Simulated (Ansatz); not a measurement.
**H2S2: CCSDTQ/STO-3G**

Aim: the vertical ionisation energy of H2S2 at CCSDTQ/STO-3G, from 2 runs. 

Program for the calculation: Ansatz 0.2.0.

29 further runs of the same task are left out: 29 set aside as unsound or not needed.

## (1) The structure to begin with

H2S2: 4 atoms, total charge 0, spin state singlet. Geometry: relaxed at GFN2-xTB.

Bond lengths: S1–S2 2.045 Å, S1–H3 1.340 Å, S2–H4 1.340 Å. Angles: S1–S2–H4 98.2°, S2–S1–H3 98.1°.

## (2) The energy at CCSDTQ/STO-3G

in.yaml reads:

```yaml
crystal:
  periodic: [false, false, false]
  atoms:
    - symbol: S
      position_ang: [-0.427380, -0.511820, -0.893940]
    - symbol: S
      position_ang: [-0.422510, 0.717510, 0.740680]
    - symbol: H
      position_ang: [0.706880, -0.077850, -1.459730]
    - symbol: H
      position_ang: [0.143010, -0.127830, 1.612990]
basis:
  gaussian:
    orbitals: STO-3G
correlation:
  method: ccsdtq
  frozen_orbitals: {H: 0, S: 5}
accuracy: high
scf:
  omitted_lower_state_checks: [cluster_reference, increment]
```

Started as:

```
$ ansatz run in.yaml --threads 1 --pin off --max-ram 2610MiB --events-out events.jsonl --progress --plain --runs-dir runs
```

Log, shortened:

```text
Warning: RAYON_NUM_THREADS=1 ignored (pool sized by the plan → 1); use --threads N
Functional definition: HF
  name "HF"
[...]
344 factors; integrals over basis functions are off by at most 1.3e-8 eV
[...]
mean field -21428.71311001 eV, -787.4906818893 hartree, gradient 3.1e-8 eV, S^2 0.000000; 0 other end points of the search recorded, 0 dependent functions left out
10 core orbitals not correlated: weight in the atoms' cores, before any rotation towards them, 1.000 or more for the frozen orbitals, at most 0.000 for the correlated occupied ones
reference -21428.71311001 eV, -787.4906818893 hartree; 7, 7 occupied and 3, 3 virtual orbitals, 344 factors
second order -1.28826944 eV of doubles, -0.00000000 eV of singles
cycle   1  -1.65604500 eV  change   -3.7e-1 eV  update   5.3e-2
[...]
cycle  20  -1.87076562 eV  change   -1.1e-9 eV  update  8.7e-10
Total energy: -21430.58387563 eV, -787.5594312579 hartree
Checks for a lower state left out: cluster_reference, increment
```

Wall time 2.2 s (1 thread of Arm Neoverse V1, shared host); peak memory 0.098 GiB.

## (3) The doublet cation at the same level

input.yaml reads:

```yaml
crystal:
  periodic: [false, false, false]
  atoms:
    - symbol: S
      position_ang: [-0.427380, -0.511820, -0.893940]
    - symbol: S
      position_ang: [-0.422510, 0.717510, 0.740680]
    - symbol: H
      position_ang: [0.706880, -0.077850, -1.459730]
    - symbol: H
      position_ang: [0.143010, -0.127830, 1.612990]
basis:
  gaussian:
    orbitals: STO-3G
scf:
  omitted_lower_state_checks: [cluster_reference, increment]
total_charge: 1
accuracy: high
correlation:
  method: ccsdtq
  frozen_orbitals: {H: 0, S: 5}
magnetization:
  spin_polarized: true
  initial_magnetization: 1
```

Started as:

```
$ ansatz run input.yaml --threads 1 --pin off --max-ram 2610MiB --events-out events.jsonl --progress --plain --runs-dir runs
```

Log, shortened:

```text
Warning: RAYON_NUM_THREADS=1 ignored (pool sized by the plan → 1); use --threads N
[... 2 set-up lines as earlier in the session ...]
[...]
344 factors; integrals over basis functions are off by at most 1.3e-8 eV
[...]
mean field -21422.36937134 eV, -787.2575537932 hartree, gradient 1.9e-8 eV, S^2 0.761483; 3 other end points of the search recorded, 0 dependent functions left out
10 core orbitals not correlated: weight in the atoms' cores, before any rotation towards them, 1.000 or more for the frozen orbitals, at most 0.000 for the correlated occupied ones
reference -21422.36937134 eV, -787.2575537932 hartree; 7, 6 occupied and 3, 4 virtual orbitals, 344 factors
second order -1.29672398 eV of doubles, -0.00000000 eV of singles
cycle   1  -1.66633386 eV  change   -3.7e-1 eV  update   6.1e-2
[...]
cycle  50  -2.06361901 eV  change   2.9e-10 eV  update  1.5e-10
Total energy: -21424.43299035 eV, -787.3333903930 hartree
Checks for a lower state left out: cluster_reference, increment
```

Wall time 29 s (1 thread of Arm Neoverse V1, shared host); peak memory 0.24 GiB.

## (4) Results

Level: CCSDTQ/STO-3G, 10 core orbitals frozen.

```
                                                    quantity          value
                                  singlet H2S2: total energy  -787.55943 Eh
  singlet H2S2: correlation energy (10 core orbitals frozen)      -68.7 mEh
                                 singlet H2S2: T1 diagnostic          0.006
                                doublet cation: total energy  -787.33339 Eh
doublet cation: correlation energy (10 core orbitals frozen)      -75.8 mEh
           doublet cation: ⟨S²⟩ of the reference determinant          0.761
                               doublet cation: T1 diagnostic          0.162
          vertical ionisation energy (to the doublet cation)       6.151 eV
```

In words: The vertical ionisation energy comes to 6.15 eV (593 kJ/mol). In a minimal basis such a difference can be off by several eV, whatever the method.
